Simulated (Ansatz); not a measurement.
in.yaml

```yaml
crystal:
  periodic: [false, false, false]
  atoms:
    - {symbol: P, position_ang: [0.084376, 0.005225, 1.930798]}
    - {symbol: Ga, position_ang: [-0.080498, 0.013599, -0.185609]}
    - {symbol: H, position_ang: [-0.003878, -0.018825, -1.745189]}
basis:
  gaussian: {orbitals: cc-pVDZ}
magnetization: {spin_polarized: true, initial_magnetization: 1}
correlation: {method: ccsd_t, electrons: valence}
```

```sh
$ ansatz run in.yaml --threads 1 --pin off --events-out ev --progress --plain --max-ram 2393MiB
```

Log:

```
558 factors; integrals over basis functions are off by at most 9.9e-4 eV
mean field evaluation 1: about -61618.9633 eV, gradient 9.2e0 eV
mean field evaluation 2: about -61618.9683 eV, gradient 9.2e0 eV
mean field evaluation 4: about -61619.8621 eV, gradient 1.2e0 eV
mean field evaluation 8: about -61619.8963 eV, gradient 5.5e-2 eV
mean field evaluation 16: about -61619.8953 eV, gradient 3.5e-1 eV
mean field evaluation 32: about -61619.8997 eV, gradient 8.7e-3 eV
mean field evaluation 64: about -61619.8965 eV, gradient 3.0e-4 eV
mean field evaluation 96: about -61619.8964 eV, gradient 1.0e-1 eV
mean field evaluation 128: about -61619.8987 eV, gradient 3.5e-2 eV
mean field evaluation 160: about -61619.8968 eV, gradient 2.3e-2 eV
...
mean field evaluation 992: about -61616.1541 eV, gradient 9.3e-3 eV
mean field evaluation 1024: about -61616.0693 eV, gradient 7.6e-2 eV
mean field evaluation 1056: about -61616.4221 eV, gradient 3.3e-1 eV
mean field evaluation 1088: about -61616.3138 eV, gradient 3.3e0 eV
mean field evaluation 1120: about -61617.6426 eV, gradient 4.2e-3 eV
mean field evaluation 1152: about -61616.6332 eV, gradient 2.0e0 eV
mean field evaluation 1184: about -61615.7843 eV, gradient 1.1e1 eV
mean field evaluation 1216: about -61616.0491 eV, gradient 2.2e-2 eV
mean field evaluation 1248: about -61616.4190 eV, gradient 2.3e-4 eV
mean field -61619.89969405 eV, -2264.4895462881 hartree, gradient 1.0e-9 eV, S^2 0.823293; 18 other end points of the search recorded, 0 dependent functions left out
determinant -61619.89969405 eV, -2264.4895462881 hartree, with singles and doubles -61625.24521970 eV, -2264.6859907326 hartree
determinant -61619.89646346 eV, -2264.4894275662 hartree, with singles and doubles -61625.24457929 eV, -2264.6859671978 hartree
determinant -61617.75956597 eV, -2264.4108980317 hartree, with singles and doubles -61622.43236126 eV, -2264.5826200913 hartree
determinant -61617.68850843 eV, -2264.4082867153 hartree, with singles and doubles -61623.22505091 eV, -2264.6117508989 hartree
determinant -61617.64255145 eV, -2264.4065978274 hartree, with singles and doubles -61622.32845428 eV, -2264.5788015803 hartree
determinant -61616.94227013 eV, -2264.3808629639 hartree, with singles and doubles -61622.07840683 eV, -2264.5696125060 hartree
determinant -61616.71580865 eV, -2264.3725406580 hartree, with singles and doubles -61621.82900202 eV, -2264.5604470484 hartree
determinant -61616.41904312 eV, -2264.3616347257 hartree, with singles and doubles -61622.08047291 eV, -2264.5696884333 hartree
determinant -61619.89969405 eV, -2264.4895462881 hartree, with singles and doubles -61625.24719988 eV, -2264.6860635028 hartree
determinant -61619.89646346 eV, -2264.4894275662 hartree, with singles and doubles -61625.24616082 eV, -2264.6860253181 hartree
14 core orbitals not correlated: weight in the atoms' cores, before any rotation towards them, 1.000 or more for the frozen orbitals, at most 0.000 for the correlated occupied ones
reference -61619.89969405 eV, -2264.4895462881 hartree; 10, 9 occupied and 26, 27 virtual orbitals, 558 factors
second order -4.54253287 eV of doubles, -0.00000000 eV of singles
cycle   1  -5.34750660 eV  change   -7.7e-7 eV  update   2.8e-6
perturbative correction -0.24818734 eV, -0.0091207164 hartree
Total energy: -61625.49538798 eV, -2264.6951842473 hartree
```

Ran on 1 thread of Arm Neoverse N1, shared host: 42 s wall, 0.13 GiB peak host memory.
